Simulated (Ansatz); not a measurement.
## Lanthanum, dhcp: convergence with Gaussian smearing

Computed with Ansatz, LDA, scalar-relativistic PAW, on the relaxed cell (a = 3.600 Å, c = 11.552 Å (c/a = 3.209); spin not included). Errors count from a run at 420 eV on a Γ-centred 13×13×4 mesh with Fermi-Dirac smearing of 0.1 eV, extrapolated to zero width. Fixed here: cutoff 420 eV, mesh 10×10×3. The SCF starts from atomic densities corrected by a trained network.

| width (eV) | E(σ→0) error (meV/atom) | F error (meV/atom) | P (GPa) | SCF iterations |
| --- | --- | --- | --- | --- |
| 0.03 | 6.2 | 5.7 | -0.08 | 7 |
| 0.1 | 5.6 | 0.9 | -0.10 | 7 |
| 0.2 | 4.4 | -11.8 | -0.04 | 7 |
| 0.3 | 3.4 | -31.6 | 0.04 | 6 |
| 0.6 | 1.2 | -133.2 | 0.43 | 7 |
| 1.0 | 15.6 | -378.2 | 1.52 | 6 |

What does the run at 0.01 give (width)?

E(σ→0) error (meV/atom): 6.2; F error (meV/atom): 6.2; P (GPa): -0.08; SCF iterations: 7.
